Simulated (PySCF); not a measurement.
SMILES C#C[CH-]C#N, [C₄H₂N]-, charge -1

Molfile (atoms numbered from 1):
```
C4H2N
     RDKit          3D

  7  6  0  0  0  0  0  0  0  0999 V2000
    1.8364   -0.0640   -0.1623 C   0  0  0  0  0  0  0  0  0  0  0  0
    0.6440   -0.1589   -0.2292 C   0  0  0  0  0  0  0  0  0  0  0  0
   -0.6510   -0.4679   -0.0508 C   0  0  0  0  0  0  0  0  0  0  0  0
   -1.4889    0.5072    0.4673 C   0  0  0  0  0  0  0  0  0  0  0  0
   -2.1120    1.3601    1.0198 N   0  0  0  0  0  0  0  0  0  0  0  0
    2.8183    0.2745   -0.2914 H   0  0  0  0  0  0  0  0  0  0  0  0
   -1.0890   -1.4697   -0.3761 H   0  0  0  0  0  0  0  0  0  0  0  0
  1  2  3  0
  2  3  1  0
  3  4  1  0
  4  5  3  0
  1  6  1  0
  3  7  1  0
M  CHG  1   3  -1
M  END
```

Computed, not measured: GIAO B3LYP/aug-pcSseg-1 magnetisability, rotational g tensor and spin-rotation constants, non-relativistic, gas phase in PySCF. Geometry: GFN2-xTB, normal-mode sample at 300 K.

For an ion the centre-of-mass motion in the field is neglected.

Problem. How diamagnetic is it, and how anisotropic?

Solution. Isotropic -714 × 10⁻³⁰ J/T², or -43.0 × 10⁻⁶ cm³/mol; principal values -824, -694, -625 × 10⁻³⁰ J/T², anisotropy 175 × 10⁻³⁰ J/T² (root of half the summed squared differences of the principal values). The susceptibility is in cgs units.

Problem. Split it along the inertial axes a, b, c into diamagnetic and paramagnetic parts about the centre of mass, with the quadrupole moment.

Solution. 
| axis | χ (10⁻⁶ cm³/mol) | diamagnetic (10⁻⁶ cm³/mol) | paramagnetic (10⁻⁶ cm³/mol) | summed x² of all electrons (Å²) | quadrupole Θ (D Å) |
| --- | --- | --- | --- | --- | --- |
| a | -49.6 | -115.2 | 65.6 | 98.3 | -18.28 |
| b | -41.7 | -449.3 | 407.6 | 19.6 | +10.62 |
| c | -37.8 | -500.2 | 462.5 | 7.6 | +7.66 |

Anisotropies 2χaa − χbb − χcc = -19.7 and 2χbb − χaa − χcc = +4.0 × 10⁻⁶ cm³/mol. Θ is traceless in Buckingham's convention.

Problem. And the rotational g tensor?

Solution. 
```
axis  rotational constant (GHz)        g  nuclear part  electronic part
   a                    24.9089  -0.1397        0.6279          -0.7676
   b                     3.0503  -0.0528        0.5314          -0.5842
   c                     2.7239  -0.0499        0.5419          -0.5918
```
Asymmetric top; isotopes 12C, 1H, 14N; no vibrational averaging.
